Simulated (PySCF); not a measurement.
**MP for M along the third period**

CCSD(T) with triple-zeta basis sets in PySCF, for the lowest determinant that a PBE0 search found; no spin–orbit coupling. De refers to high-spin ground-configuration atoms.

| M | basis | reference, frozen orbitals | state (unpaired electrons) | Re (Å) | ωe (cm⁻¹) | De (eV) |
| --- | --- | --- | --- | --- | --- | --- |
| Na | x2c-TZVPPall | UHF, 6 | triplet (π ↑↑) | 2.657 | 277 | 1.12 |
| Mg | x2c-TZVPPall | UHF, 6 | quartet (σ ↑, π ↑↑) | 2.548 | 300 | 0.46 |
| Si | def2-TZVPP | ROHF, 10 | doublet (π ↑) | 2.088 | 613 | 3.40 |
| P | def2-TZVPP | RHF, 10 | singlet (closed shell) | 1.908 | 776 | 4.57 |
| S | def2-TZVPP | ROHF, 10 | doublet (π ↑) | 1.912 | 734 | 4.10 |

The shortest bond is that of P2 (1.908 Å), the longest that of NaP (2.657 Å). P2 is bound most strongly (4.57 eV) and MgP least (0.46 eV).

The rows differ in basis set, which adds steps of its own.

The state changes along the series, so neighbouring rows are not always alike in their bonding.

Correlated steps freeze the inner cores (6 to 10 orbitals); shallow outer-core shells are correlated. UHF and ROHF references stand side by side, which adds small steps between rows. Weak bonds: MgP. Basis-set superposition, not corrected here, can be much of De in a small basis, most of all at correlated wavefunction levels. Where the molecule has an RHF reference, its open-shell atoms are computed with UHF. States were picked by a PBE0 search and need not be the measured ground states.
